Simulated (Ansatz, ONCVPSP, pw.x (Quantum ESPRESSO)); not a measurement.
C: does the ONCV potential hold in the solid?

| Property | Result |
| --- | --- |
| Element | C (Z = 6) |
| Generator | ONCVPSP 4.0.1 |
| Type | optimised norm-conserving Vanderbilt (ONCV) |
| Functional | PBEsol |
| Relativity | scalar-relativistic |
| Frozen core | [He] |
| Valence charge | 4 |
| Reference configuration | 2s2 2p1.5 (charge +0.5) |
| Partial waves | 2s: rc 1.00 bohr, ncon 4, nbas 8, qcut 8.5 1/bohr, 2 projectors, debl 2.9 Ha; 2p: rc 3.10 bohr, ncon 5, nbas 8, qcut 3.8 1/bohr, 2 projectors, debl 2.4 Ha |
| Local potential | polynomial inside 0.75 bohr (lpopt 5, dvloc0 0 Ha) |
| Core correction | Teter function, fcfact 5.25, rcfact 1.65 |

Atomic tests: cutoffs needed: 22 Ha and 28 Ha (the cutoffs (Ha) at which the residual kinetic energy of the hardest occupied pseudo-wave falls to 1 and 0.1 mHa per electron); ghost test: no bound ghost flagged; GHOST(+) flagged for p at 44.7 eV; largest excitation error: +1031 meV (all-electron minus pseudo) for 2s2 2p0, out of 4 test configurations.

Crystal test: bcc C in pw.x 7.5, no spin, 18³ k-points, Fermi–Dirac smearing 0.01 Ry, cutoffs 65/260 Ry. The reference is all-electron LAPW (Ansatz 0.2.0) with the same functional, mesh and smearing; V0 and B0 come from Birch–Murnaghan fits to the pressures at five volumes. Errors are pseudo minus all-electron; Δ is the rms difference of the E(V) curves that follow from these fits, minima aligned, over ±6 % about the mean V0. Mesh and smearing are coarse, so the numbers serve the comparison and aren't converged zero-temperature values; the lattice is a test structure that the element need not adopt.

| V (Å³/atom) | P all-electron (GPa) | P pseudo (GPa) |
| --- | --- | --- |
| 5.998 | 17.37 | -111.55 |
| 6.156 | 10.47 | -106.29 |
| 6.314 | 4.37 | -101.07 |
| 6.472 | -1.02 | -95.98 |
| 6.630 | -5.76 | -91.13 |

All-electron: a0 = 2.344 Å (V0 = 6.44 Å³/atom), B0 = 211.3 GPa.

Pseudopotential: converged, but broken (pressure over 100 GPa off). The pressure does not cross zero within the volumes sampled, so no fit is given. The largest radius (3.10 bohr) exceeds half the bond length (1.91 bohr), so the spheres overlap, which is one possible source of error among others. The generator flags a localised state at positive energy (p at 45 eV). The pseudo pressure rises with volume over the whole range, a mechanical instability. A pressure error of this size marks a broken potential; the numbers have no physical meaning.

Task: At the middle volume, how do free energy and pressure move when the wave cutoff is lowered (ecutrho kept at four times it)?

Result:

| cutoff (Ry) | shift of F (meV/atom) | shift of P (GPa) |
| --- | --- | --- |
| 29 | +652.9 | -37.91 |
| 39 | +102.1 | -10.79 |
| 52 | +14.6 | -0.45 |

The run at the middle volume (195 k-points, 6 iterations) took about 3.5 s on one core of a shared host (Intel(R) Xeon(R) 6975P-C, 192 threads, 378 GiB, load 54).
